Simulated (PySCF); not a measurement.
**Exercise with solution: oscillator strength and radiative lifetime**

DMSO (C2H6OS), SMILES CS(C)=O.

Geometry optimised at B3LYP-D3(BJ)/def2-SVP.

TDA-PBE/def2-SVPD in PySCF puts the first singlet state with f over 0.02 at 5.40 eV (vertical), with the transition dipole (0.000, 0.000, 0.622) in atomic units.

Q: Find the oscillator strength, the wavelength and the radiative lifetime that this transition would have in vacuum if emission retraced absorption.

A: 
|μ|² = 0.3869 au, so |μ| = 1.58 D. ΔE = 5.40/27.211 = 0.1984 hartree. f = (2/3) ΔE |μ|² = 0.051 (the program prints 0.051).
λ = 1239.84/5.40 = 230 nm; ν = 43554 cm⁻¹.
Einstein's coefficient A = 0.6670 ν² f s⁻¹ (ν in cm⁻¹) = 6.5e7 s⁻¹, so τ = 1/A = 15 ns. This state is S2; the lower singlet has f = 0.006. The figure is the radiative limit of this one transition; relaxation, internal conversion, crossing to triplets and a medium change what is measured.
